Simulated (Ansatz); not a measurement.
Input file:

```yaml
crystal:
  periodic: [false, false, false]
  atoms:
    - {symbol: Be, position_ang: [-1.343373, 0.000000, 1.293457]}
    - {symbol: Na, position_ang: [0.543215, 0.000000, -0.606347]}
    - {symbol: H, position_ang: [-0.378658, 0.000000, 2.264931]}
basis:
  gaussian: {orbitals: def2-mTZVP}
correlation: {method: fic_mrcisd_q, electrons: all, active_space: {window: {electrons: 2, orbitals: 2}, states: [{multiplicity: 1, irrep: Sigma, weights: [1]}]}}
```

```sh
$ ansatz run in.yaml --threads 1 --pin off --events-out ev --progress --plain --max-ram 2393MiB
```

(1) One thing in this input was set wrong on purpose, beside settings that are merely unusual. What is the gravest fault, and what does the program do?

## Answers

(1) Irrep not in the group. How the run ends: stopped by an error.
```
the irreps are read with x along [1.000, 0.000, 0.000], y along [0.000, -0.000, -1.000] and z along [0.000, 1.000, -0.000] of the geometry given
543 factors; integrals over basis functions are off by at most 2.2e-7 eV
mean field evaluation 1: about -4815.4278 eV, gradient 7.0e0 eV
mean field evaluation 2: about -4815.4265 eV, gradient 7.0e0 eV
mean field evaluation 4: about -4815.8814 eV, gradient 5.9e-1 eV
mean field evaluation 8: about -4815.8881 eV, gradient 6.3e-3 eV
mean field -4815.88808840 eV, -176.9806229227 hartree, gradient 3.5e-6 eV, S^2 0.000000; 0 other end points of the search recorded, 0 dependent functions left out; unrestricted orbitals would lower it
reference -4815.88808840 eV, -176.9806229227 hartree; 8, 8 occupied and 20, 20 virtual orbitals, 543 factors
Error: the irrep Sigma is not accepted for these orbitals, which take A', A'', or 1 to 2
```
